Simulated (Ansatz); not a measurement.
CH8BN (`[BH3-][NH2+]C`), relaxed with RKS PBE-D4/def2-SVP in Ansatz from a rough embedded geometry. The force threshold is 0.03 eV/Å; the program also tests the step.

Charge 0, multiplicity 1.

Start:

```xyz
11

B     0.398   -1.113   -0.271
N    -0.581    0.006   -0.263
C    -0.039    1.118    0.464
H    -0.030   -2.040   -0.846
H     0.641   -1.543    0.840
H     1.439   -0.866   -0.828
H    -0.772    0.319   -1.233
H    -1.434   -0.282    0.227
H     0.939    1.527   -0.047
H     0.197    0.888    1.510
H    -0.756    1.985    0.447
```

```json
{"step": "1", "energy (eV)": "-3325.9168", "largest force (eV/Å)": "2.965", "largest move (Å)": "0.000"}
{"step": "2", "energy (eV)": "-3326.3903", "largest force (eV/Å)": "1.698", "largest move (Å)": "0.106"}
{"step": "3", "energy (eV)": "-3326.4338", "largest force (eV/Å)": "1.016", "largest move (Å)": "0.097"}
{"step": "4", "energy (eV)": "-3326.4849", "largest force (eV/Å)": "0.389", "largest move (Å)": "0.094"}
{"step": "5", "energy (eV)": "-3326.4952", "largest force (eV/Å)": "0.067", "largest move (Å)": "0.036"}
{"step": "6", "energy (eV)": "-3326.4956", "largest force (eV/Å)": "0.066", "largest move (Å)": "0.019"}
{"step": "7", "energy (eV)": "-3326.4959", "largest force (eV/Å)": "0.003", "largest move (Å)": "0.006"}
```

End:

```xyz
11

B     0.469   -1.246   -0.285
N    -0.553    0.031   -0.245
C    -0.041    1.218    0.473
H    -0.126   -2.121   -0.917
H     0.667   -1.549    0.894
H     1.484   -0.840   -0.858
H    -0.787    0.282   -1.218
H    -1.438   -0.283    0.180
H     0.902    1.534   -0.009
H     0.192    0.920    1.512
H    -0.768    2.055    0.472
```

Run time 9.5 s (2 threads of a server CPU on a shared host); peak host memory 0.12 GiB.
